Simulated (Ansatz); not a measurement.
Ansatz (a program for electronic structure) input (B2PLYP/def2-TZVPD):

Ansatz 0.2 input:
```yaml
crystal:
  periodic: [false, false, false]
  atoms:
    - {symbol: C, position_ang: [1.33588083, 0.17663357, 0.00811228]}
    - {symbol: C, position_ang: [0.05820264, 0.43851080, -0.00811815]}
    - {symbol: H, position_ang: [2.26699010, 0.71990471, 0.00550453]}
    - {symbol: H, position_ang: [-0.25405481, 1.48851309, -0.03147361]}
    - {symbol: C, position_ang: [-1.05503693, -0.57138509, 0.00208581]}
    - {symbol: H, position_ang: [-0.66476666, -1.58771845, 0.02545578]}
    - {symbol: H, position_ang: [-1.69884812, -0.42434069, 0.87312388]}
    - {symbol: H, position_ang: [-1.68359975, -0.45891440, -0.88509024]}
basis:
  gaussian:
    orbitals: def2-TZVPD
hamiltonian:
  xc: {name: B2PLYP}
magnetization: {spin_polarized: true, initial_magnetization: 1}
correlation: {electrons: outside_noble_gas}
```

Output:

```
Functional definition: B2PLYP
integrals: 0.18 GiB planned
1076 factors; integrals over basis functions are off by at most 1.1e-3 eV
mean field: 0.85 GiB planned
mean field evaluation 1: about -3179.3386 eV, gradient 2.9e1 eV
mean field evaluation 2: about -3179.3570 eV, gradient 2.9e1 eV
mean field evaluation 4: about -3183.4917 eV, gradient 3.4e0 eV
mean field evaluation 8: about -3183.5636 eV, gradient 3.9e-1 eV
mean field evaluation 16: about -3183.5723 eV, gradient 3.2e-3 eV
mean field -3183.57234314 eV, -116.9941257077 hartree, gradient 2.3e-6 eV, S^2 0.775473; 0 other end points of the search recorded, 0 dependent functions left out
3 core orbitals not correlated
reference -3183.57250004 eV, -116.9941314737 hartree; 9, 8 occupied and 144, 145 virtual orbitals, 1076 factors
second order -15.24073408 eV of doubles, -0.00000000 eV of singles
Total energy: -3187.68749825 eV, -117.1453548684 hartree
```

It need not be the lowest isomer of its formula.
